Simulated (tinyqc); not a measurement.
RHF in the sto-3g basis, for H3O+, spin multiplicity 1, step by step (part 2 of 2). Computed by tinyqc, a small Python program that keeps every step (integrals from PySCF). Command: `OMP_NUM_THREADS=1 python tinyqc.py 21944 21945 out.jsonl` (the two numbers bound the seeds that draw the settings). One thread of a shared host (Intel(R) Xeon(R) Processor @ 2.60GHz), about 0.09 s of CPU time with the checks.

Geometry (angstrom):
```
atom          x          y         z
O      0.000000   0.000000  0.233000
H      1.162000   0.000000  0.000000
H     -0.581000   1.006000  0.000000
H     -0.581000  -1.006000  0.000000
```

## Iteration 2: building the Fock matrix

D after iteration 1, lower triangle:
```
            1O 1s      1O 2s    1O 2px     1O 2py    1O 2pz     2H 1s     3H 1s     4H 1s
1O 1s    2.119055
1O 2s   -0.509570   2.196716
1O 2px   0.040476  -0.189868  1.892467
1O 2py   0.006506  -0.045901  0.035768   2.005917
1O 2pz   0.015425  -0.109527  0.030169  -0.018755  2.021490
2H 1s   -0.037409   0.078767  0.210556  -0.051060  0.056397  0.031219
3H 1s    0.021409  -0.085462  0.084239   0.068028  0.164573  0.008653  0.021307
4H 1s    0.033325  -0.143884  0.076829   0.091640  0.094456  0.002466  0.018026  0.019257
```

core Hamiltonian H = T + V (hartree), lower triangle:
```
             1O 1s      1O 2s     1O 2px     1O 2py     1O 2pz      2H 1s      3H 1s      4H 1s
1O 1s   -32.955003
1O 2s    -7.668214  -9.579719
1O 2px    0.000007   0.000081  -7.818577
1O 2py    0.000000   0.000000   0.000000  -7.818585
1O 2pz    0.005976   0.073962  -0.000015   0.000000  -7.720002
2H 1s    -1.025668  -2.602971  -1.937657   0.000000   0.404490  -4.511554
3H 1s    -1.026325  -2.604250   0.969468  -1.678596   0.404746  -0.715812  -4.512371
4H 1s    -1.026325  -2.604250   0.969468   1.678596   0.404746  -0.715812  -0.716372  -4.512371
```

nuclear repulsion = 11.50688958 hartree

Given earlier and not repeated: Two-electron integrals (ij|kl) in chemists' order.

J_ij = sum D_kl (ij|kl), K_ij = sum D_kl (ik|jl); F = H + J - 0.5 K; E = tr D H + tr D J / 2 - 0.25 tr D K + E_nn.

Coulomb J (hartree), lower triangle:
```
            1O 1s      1O 2s     1O 2px     1O 2py     1O 2pz     2H 1s     3H 1s     4H 1s
1O 1s   18.424464
1O 2s    3.509413   8.726370
1O 2px  -0.004368  -0.007734   8.719179
1O 2py  -0.000705   0.001723   0.000060   8.715958
1O 2pz  -0.003552  -0.014854  -0.001210  -0.001814   8.720518
2H 1s    0.467326   2.314816   1.840533   0.000721  -0.371928  4.341587
3H 1s    0.467874   2.311740  -0.917652   1.589164  -0.370547  0.626966  4.300089
4H 1s    0.467922   2.307875  -0.915372  -1.583296  -0.369308  0.625900  0.625037  4.275025
```

exchange K (hartree), lower triangle:
```
            1O 1s      1O 2s     1O 2px     1O 2py     1O 2pz     2H 1s     3H 1s     4H 1s
1O 1s    9.828174
1O 2s    1.710485   2.839806
1O 2px   0.002434  -0.032858   2.311207
1O 2py  -0.000966  -0.001104   0.005317   2.335031
1O 2pz  -0.001427  -0.019637  -0.004413  -0.009621   2.342302
2H 1s    0.238348   0.777067   0.569852  -0.011048  -0.086962  0.492519
3H 1s    0.242894   0.722515  -0.218435   0.447159  -0.051058  0.156628  0.367279
4H 1s    0.241837   0.694588  -0.217346  -0.387070  -0.066055  0.153319  0.130866  0.304349
```

Fock matrix F (hartree), lower triangle:
```
             1O 1s      1O 2s     1O 2px     1O 2py     1O 2pz      2H 1s      3H 1s      4H 1s
1O 1s   -19.444626
1O 2s    -5.014044  -2.273252
1O 2px   -0.005578   0.008776  -0.255001
1O 2py   -0.000222   0.002275  -0.002598  -0.270142
1O 2pz    0.003137   0.068927   0.000981   0.002997  -0.170635
2H 1s    -0.677516  -0.676688  -0.382050   0.006244   0.076044  -0.416227
3H 1s    -0.679899  -0.653768   0.161033  -0.313012   0.059728  -0.167160  -0.395921
4H 1s    -0.679322  -0.643669   0.162769   0.288836   0.068465  -0.166572  -0.156768  -0.389520
```

total energy of this density = -74.17114693 hartree

## Iteration 2: diagonalisation and new density

X, lower triangle:
```
            1O 1s      1O 2s     1O 2px     1O 2py    1O 2pz      2H 1s      3H 1s     4H 1s
1O 1s    1.023946
1O 2s   -0.138719   1.167689
1O 2px   0.000005  -0.000050   1.064217
1O 2py   0.000000   0.000000   0.000000   1.064234
1O 2pz   0.002787  -0.025453   0.000010   0.000000  1.004445
2H 1s    0.016554  -0.182480  -0.183932   0.000000  0.031987   1.097483
3H 1s    0.016560  -0.182589   0.092020  -0.159352  0.032012  -0.037836   1.097573
4H 1s    0.016560  -0.182589   0.092020   0.159352  0.032012  -0.037836  -0.037868  1.097573
```

Diagonalise F' = X^T F X, C = X C', fill 5 alpha and 5 beta electrons from the bottom; D = 2 C_occ C_occ^T. Each column has its largest component positive (the first on a tie).

F' = X^T F X (hartree), lower triangle:
```
            1          2          3          4          5          6          7          8
1  -19.066996
2   -2.657348  -1.185952
3   -0.009320   0.027990  -0.087909
4   -0.000991   0.007892  -0.006162  -0.113813
5    0.007255   0.028142  -0.003322   0.003924  -0.162827
6   -0.057047  -0.332059  -0.378681   0.008198   0.056024  -0.140928
7   -0.064592  -0.301920   0.156310  -0.304575   0.037150  -0.047808  -0.140865
8   -0.065617  -0.288448   0.156996   0.276239   0.047837  -0.046951  -0.042835  -0.145056
```

orbital energies (hartree): MO1 -19.455319, MO2 -1.105872, MO3 -0.530070, MO4 -0.515925, MO5 -0.171645, MO6 0.074849, MO7 0.302886, MO8 0.356751

coefficients C:
```
              MO1        MO2        MO3        MO4        MO5        MO6        MO7        MO8
1O 1s    0.993465  -0.234823   0.010703   0.007822  -0.049055  -0.151134  -0.016909  -0.026756
1O 2s    0.028117   0.848782  -0.048304  -0.035690   0.229822   0.824045   0.087975   0.137582
1O 2px   0.000324   0.000839   0.543511   0.235515   0.011991  -0.129017   0.175800   0.885865
1O 2py  -0.000009   0.000454  -0.233275   0.553860  -0.024574  -0.046750   0.885816  -0.186392
1O 2pz  -0.001008  -0.062554  -0.015501   0.001584   0.961707  -0.285622  -0.002875  -0.044863
2H 1s   -0.004461   0.168010   0.506320   0.200281  -0.079388  -0.439117  -0.195133  -0.844888
3H 1s   -0.004220   0.133507  -0.394029   0.336607  -0.089441  -0.610515  -0.655690   0.423044
4H 1s   -0.004273   0.121603  -0.064305  -0.498799  -0.120071  -0.706277   0.684359   0.163393
```

D after iteration 2, lower triangle:
```
            1O 1s      1O 2s     1O 2px     1O 2py     1O 2pz      2H 1s      3H 1s     4H 1s
1O 1s    2.089393
1O 2s   -0.366901   1.555293
1O 2px   0.014392  -0.062364   0.702031
1O 2py   0.005851  -0.027523   0.006721   0.723564
1O 2pz  -0.067285   0.337181   0.006855  -0.038336   1.858073
2H 1s   -0.066009   0.185256   0.643094  -0.010314  -0.188770   0.662045
3H 1s   -0.065479   0.199328  -0.271690   0.561218  -0.175443  -0.205078   0.588810
4H 1s   -0.063001   0.192816  -0.307528  -0.516516  -0.245739  -0.204954  -0.231138  0.564316
```

## Iteration 13 (converged): orbitals

converged F (hartree), lower triangle:
```
             1O 1s      1O 2s     1O 2px     1O 2py     1O 2pz      2H 1s      3H 1s      4H 1s
1O 1s   -20.759371
1O 2s    -5.282043  -2.840328
1O 2px    0.000007   0.000056  -0.716677
1O 2py    0.000000   0.000000  -0.000002  -0.716708
1O 2pz    0.012696   0.041058  -0.000010   0.000009  -0.802821
2H 1s    -0.713318  -0.831308  -0.524573  -0.000001   0.128701  -0.633041
3H 1s    -0.713774  -0.831688   0.262424  -0.454389   0.128753  -0.191698  -0.633260
4H 1s    -0.713774  -0.831687   0.262424   0.454387   0.128760  -0.191700  -0.191859  -0.633258
```

As before.

F' = X^T F X (hartree), lower triangle:
```
            1          2          3          4          5          6          7          8
1  -20.381530
2   -2.705826  -1.706878
3    0.000017  -0.000043  -0.525931
4    0.000000   0.000000  -0.000002  -0.525922
5    0.022232  -0.023997   0.000016   0.000010  -0.787865
6   -0.062698  -0.363993  -0.427975   0.000000   0.089891  -0.313514
7   -0.062795  -0.364168   0.214084  -0.370739   0.089927  -0.036833  -0.313474
8   -0.062795  -0.364167   0.214083   0.370737   0.089938  -0.036834  -0.036869  -0.313473
```

orbital energies (hartree): MO1 -20.767595, MO2 -1.624981, MO3 -0.940182, MO4 -0.940153, MO5 -0.816739, MO6 -0.054136, MO7 0.137544, MO8 0.137655

coefficients C:
```
              MO1        MO2        MO3        MO4        MO5        MO6        MO7        MO8
1O 1s    0.994424  -0.243279   0.000001  -0.000037  -0.038152  -0.137912  -0.000106   0.000000
1O 2s    0.024120   0.910703  -0.000005   0.000191   0.187247   0.786347   0.000659  -0.000002
1O 2px  -0.000002  -0.000057   0.006770   0.695294  -0.000100   0.000427  -0.836563  -0.002549
1O 2py   0.000000   0.000001   0.695294  -0.006767   0.000009   0.000007  -0.002547   0.836597
1O 2pz  -0.001303  -0.052530  -0.000026   0.000095   0.969858  -0.263156  -0.000204   0.000014
2H 1s   -0.003660   0.097690   0.004190   0.430324  -0.087108  -0.605121   0.840975   0.002565
3H 1s   -0.003662   0.097742   0.370605  -0.218818  -0.087013  -0.604343  -0.418905  -0.730034
4H 1s   -0.003662   0.097741  -0.374788  -0.211560  -0.087053  -0.604331  -0.423345   0.727477
```

D after iteration 13, lower triangle:
```
            1O 1s      1O 2s     1O 2px     1O 2py     1O 2pz      2H 1s      3H 1s     4H 1s
1O 1s    2.099039
1O 2s   -0.409426   1.730045
1O 2px  -0.000019   0.000124   0.966959
1O 2py   0.000001  -0.000004   0.000004   0.966959
1O 2pz  -0.051037   0.267464  -0.000056  -0.000021   1.886772
2H 1s   -0.048197   0.145298   0.598467   0.000001  -0.179137   0.404682
3H 1s   -0.048185   0.145178  -0.299262   0.518319  -0.179101  -0.150937   0.404735
4H 1s   -0.048184   0.145172  -0.299261  -0.518314  -0.179138  -0.150930  -0.150927  0.404738
```

## Convergence

Stop when the energy changes by less than 1e-08 hartree and every element of the error matrix X^T (F D S - S D F) X is below 3e-05.

Course of the cycle:
```
iteration   E (hartree)     change  largest element of the error matrix
1          -58.48427521          -                             1.26e+01
2          -74.17114693  -1.57e+01                             6.34e-01
3          -75.14214976  -9.71e-01                             2.99e-01
4          -75.22877942  -8.66e-02                             7.72e-02
5          -75.23783072  -9.05e-03                             2.97e-02
6          -75.23878353  -9.53e-04                             8.13e-03
7          -75.23888794  -1.04e-04                             3.06e-03
8          -75.23890010  -1.22e-05                             8.48e-04
9          -75.23890170  -1.60e-06                             3.23e-04
10         -75.23890195  -2.49e-07                             1.57e-04
11         -75.23890199  -4.69e-08                             5.85e-05
12         -75.23890200  -1.02e-08                             3.61e-05
13         -75.23890201  -2.42e-09                             1.61e-05
```

PySCF RHF in the same basis = -75.23890201 hartree

Converged in 13 iterations.

## Populations, bond orders and dipole

overlap S, lower triangle:
```
           1O 1s     1O 2s     1O 2px     1O 2py     1O 2pz     2H 1s     3H 1s     4H 1s
1O 1s   1.000000
1O 2s   0.236704  1.000000
1O 2px  0.000000  0.000000   1.000000
1O 2py  0.000000  0.000000   0.000000   1.000000
1O 2pz  0.000000  0.000000   0.000000   0.000000   1.000000
2H 1s   0.031397  0.338550   0.301973   0.000000  -0.060551  1.000000
3H 1s   0.031417  0.338696  -0.151073   0.261582  -0.060585  0.116795  1.000000
4H 1s   0.031417  0.338696  -0.151073  -0.261582  -0.060585  0.116795  0.116888  1.000000
```

Mulliken: Z minus the diagonal of D S on the atom; Loewdin: the same with S^(1/2) D S^(1/2); Mayer order: 2 sum_s sum (D(s) S)_ij (D(s) S)_ji over the two atoms.

Charges (e):
```
atom   Mulliken    Loewdin
1O    -0.173795  -0.015223
2H     0.391329   0.338494
3H     0.391234   0.338366
4H     0.391232   0.338364
```

Mayer bond orders:
```
pair     order
2-1   0.799936
3-1   0.800030
3-2   0.023464
4-1   0.800034
4-2   0.023461
4-3   0.023443
```

dipole moment about the origin, x y z (debye): 0.000488  0.000017  -0.578362
